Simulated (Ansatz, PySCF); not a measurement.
Molecule: SiF$_{3}$ (charge 0, doublet). It need not be the lowest isomer of its formula. 
Structure (B3LYP-D3(BJ)/def2-TZVP (Ansatz, a program for electronic structure) minimum search):
```xyz
4

Si     0.2161     0.2098     0.2226
F     -0.7209    -0.7467     1.0769
F     -0.7144     1.1195    -0.6880
F      1.0991    -0.6990    -0.7351
```
Charge 0, spin multiplicity 2.

Quantity: atomisation energy (electronic, to ground-state atoms), in kcal/mol. Valence correlation only, unless marked. Open shells are spin-unrestricted. Spin-orbit coupling is left out. Non-relativistic. The coupled-cluster limit lacks core correlation, which all-electron functionals hold. Basis-set limits of correlation are two-point, X^-3; Hartree-Fock from the larger set. [CCSD(T)-MP2]/basis is that difference in the basis named.

```tsv
level	program	atomisation energy (kcal/mol)
BP86-D3(BJ)/def2-TZVPD	PySCF + dftd3	[?]
TPSS-D4/def2-TZVPD	PySCF + dftd4	402.2
B97M-V/def2-TZVPD	Ansatz	[?]
PBE0/def2-TZVP	Ansatz	394.8
r2SCANh/def2-TZVPD	Ansatz	400.7
CAM-B3LYP/def2-TZVPD	Ansatz	403.6
RI-MP2/CBS(cc-pV(T+d)Z,cc-pV(Q+d)Z)+[CCSD(T)-MP2]/cc-pV(T+d)Z	Ansatz	[?]
```

Question: What belongs in the gaps?

Answer: 
- BP86-D3(BJ)/def2-TZVPD, atomisation energy (kcal/mol): 409.5
- B97M-V/def2-TZVPD, atomisation energy (kcal/mol): 401.5
- RI-MP2/CBS(cc-pV(T+d)Z,cc-pV(Q+d)Z)+[CCSD(T)-MP2]/cc-pV(T+d)Z, atomisation energy (kcal/mol): 406.6
